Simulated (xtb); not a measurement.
xtb job for methane (CH₄), SMILES C, GFN2-xTB. 

```
$ xtb mol.xyz --gfn 2 --sp --chrg 0 --uhf 0 --json
$ cat mol.xyz
5

C      0.00000000    -0.00000000    -0.00000000
H      0.62480079    -0.62480079     0.62480079
H     -0.62480079    -0.62480079    -0.62480079
H     -0.62480079     0.62480079     0.62480079
H      0.62480078     0.62480079    -0.62480078
```

Log of the run:

```
[banner left out]
          |                Calculation Setup                |
           -------------------------------------------------



           -------------------------------------------------
          |                 G F N 2 - x T B                 |
           -------------------------------------------------

        Reference                      10.1021/acs.jctc.8b01176
      * Hamiltonian:
        H0-scaling (s, p, d)           1.850000    2.230000    2.230000
        zeta-weighting                 0.500000
      * Dispersion:
        s8                             2.700000
        a1                             0.520000
        a2                             5.000000
        s9                             5.000000
      * Repulsion:
        kExp                           1.500000    1.000000
        rExp                           1.000000
      * Coulomb:
        alpha                          2.000000
        third order                    shell-resolved
        anisotropic                    true
        a3                             3.000000
        a5                             4.000000
        cn-shift                       1.200000
        cn-exp                         4.000000
        max-rad                        5.000000


          ...................................................
          :                      SETUP                      :
          :.................................................:
          :  # basis functions                   8          :
          :  # atomic orbitals                   8          :
          :  # shells                            6          :
          :  # electrons                         8          :
          :  max. iterations                   250          :
          :  Hamiltonian                  GFN2-xTB          :
          :  restarted?                      false          :
          :  GBSA solvation                  false          :
          :  PC potential                    false          :
          :  electronic temp.          300.0000000     K    :
          :  accuracy                    1.0000000          :
          :  -> integral cutoff          0.2500000E+02      :
          :  -> integral neglect         0.1000000E-07      :
          :  -> SCF convergence          0.1000000E-05 Eh   :
          :  -> wf. convergence          0.1000000E-03 e    :
          :  Broyden damping             0.4000000          :
          :  net charge                          0          :
          :  unpaired electrons                  0          :
          ...................................................

 iter      E             dE          RMSdq      gap      omega  full diag
   1     -4.2352792 -0.423528E+01  0.234E+00   17.75       0.0  T
   2     -4.2472466 -0.119674E-01  0.858E-01   17.56       1.0  T
   3     -4.2474092 -0.162662E-03  0.465E-01   17.47       1.0  T
   4     -4.2474525 -0.432608E-04  0.889E-02   17.36       1.0  T
   5     -4.2474524  0.537799E-07  0.699E-03   17.35       6.4  T
   6     -4.2474526 -0.144964E-06  0.191E-04   17.35     233.9  T
   7     -4.2474526 -0.109837E-09  0.135E-06   17.35   33028.7  T

   *** convergence criteria satisfied after 7 iterations ***

         #    Occupation            Energy/Eh            Energy/eV
      -------------------------------------------------------------
         1        2.0000           -0.5818315             -15.8324
         2        2.0000           -0.4674561             -12.7201
         3        2.0000           -0.4674561             -12.7201
         4        2.0000           -0.4674561             -12.7201 (HOMO)
         5                          0.1702168               4.6318 (LUMO)
         6                          0.2292146               6.2372
         7                          0.2292146               6.2372
         8                          0.2292146               6.2372
      -------------------------------------------------------------
                  HL-Gap            0.6376729 Eh           17.3520 eV
             Fermi-level           -0.1486196 Eh           -4.0441 eV

 SCC (total)                   0 d,  0 h,  0 min,  0.002 sec
 SCC setup                      ...        0 min,  0.000 sec (  2.812%)
 Dispersion                     ...        0 min,  0.000 sec (  1.044%)
 classical contributions        ...        0 min,  0.000 sec (  0.551%)
 integral evaluation            ...        0 min,  0.000 sec (  8.207%)
 iterations                     ...        0 min,  0.001 sec ( 40.741%)
 molecular gradient             ...        0 min,  0.001 sec ( 41.995%)
 printout                       ...        0 min,  0.000 sec (  4.186%)

         :::::::::::::::::::::::::::::::::::::::::::::::::::::
         ::                     SUMMARY                     ::
         :::::::::::::::::::::::::::::::::::::::::::::::::::::
         :: total energy              -4.175218518798 Eh    ::
         :: gradient norm              0.000030022810 Eh/a0 ::
         :: HOMO-LUMO gap             17.351963149371 eV    ::
         ::.................................................::
         :: SCC energy                -4.247452577801 Eh    ::
         :: -> isotropic ES            0.002035365420 Eh    ::
         :: -> anisotropic ES          0.002322059179 Eh    ::
         :: -> anisotropic XC          0.003585735311 Eh    ::
         :: -> dispersion             -0.000661015759 Eh    ::
         :: repulsion energy           0.072234059003 Eh    ::
         :: add. restraining           0.000000000000 Eh    ::
         :: total charge               0.000000000000 e     ::
         :::::::::::::::::::::::::::::::::::::::::::::::::::::

           -------------------------------------------------
          |                Property Printout                |
           -------------------------------------------------

    * Orbital Energies and Occupations

         #    Occupation            Energy/Eh            Energy/eV
      -------------------------------------------------------------
         1        2.0000           -0.5818315             -15.8324
         2        2.0000           -0.4674561             -12.7201
         3        2.0000           -0.4674561             -12.7201
         4        2.0000           -0.4674561             -12.7201 (HOMO)
         5                          0.1702168               4.6318 (LUMO)
         6                          0.2292146               6.2372
         7                          0.2292146               6.2372
         8                          0.2292146               6.2372
      -------------------------------------------------------------
                  HL-Gap            0.6376729 Eh           17.3520 eV
             Fermi-level           -0.1486196 Eh           -4.0441 eV

     #   Z          covCN         q      C6AA      α(0)
     1   6 C        3.702    -0.156    23.687     6.959
     2   1 H        0.925     0.039     2.463     2.454
     3   1 H        0.925     0.039     2.463     2.454
     4   1 H        0.925     0.039     2.463     2.454
     5   1 H        0.925     0.039     2.463     2.454

 Mol. C6AA /au·bohr⁶  :        123.835656
 Mol. C8AA /au·bohr⁸  :       2297.149909
 Mol. α(0) /au        :         16.776691


Wiberg/Mayer (AO) data.
largest (>0.10) Wiberg bond orders for each atom

 ---------------------------------------------------------------------------
     #   Z sym  total        # sym  WBO       # sym  WBO       # sym  WBO
 ---------------------------------------------------------------------------
     1   6 C    3.994 --     4 H    0.998     2 H    0.998     3 H    0.998
                             5 H    0.998
     2   1 H    0.998 --     1 C    0.998
Note: The following floating-point exceptions are signalling: IEEE_DENORMAL
normal termination of xtb
     3   1 H    0.998 --     1 C    0.998
     4   1 H    0.998 --     1 C    0.998
     5   1 H    0.998 --     1 C    0.998
 ---------------------------------------------------------------------------

Topologies differ in total number of bonds
Writing topology from bond orders to xtbtopo.mol

molecular dipole:
                 x           y           z       tot (Debye)
 q only:        0.000       0.000      -0.000
   full:        0.000       0.000      -0.000       0.000
molecular quadrupole (traceless):
                xx          xy          yy          xz          yz          zz
 q only:       -0.000       0.000       0.000      -0.000      -0.000      -0.000
  q+dip:       -0.000      -0.000       0.000       0.000       0.000      -0.000
   full:       -0.000      -0.000       0.000       0.000       0.000      -0.000


           -------------------------------------------------
          | TOTAL ENERGY               -4.175218518798 Eh   |
          | GRADIENT NORM               0.000030022810 Eh/α |
          | HOMO-LUMO GAP              17.351963149371 eV   |
           -------------------------------------------------

------------------------------------------------------------------------
------------------------------------------------------------------------
 total:
 SCF:
```

The calculation finished and met its thresholds.
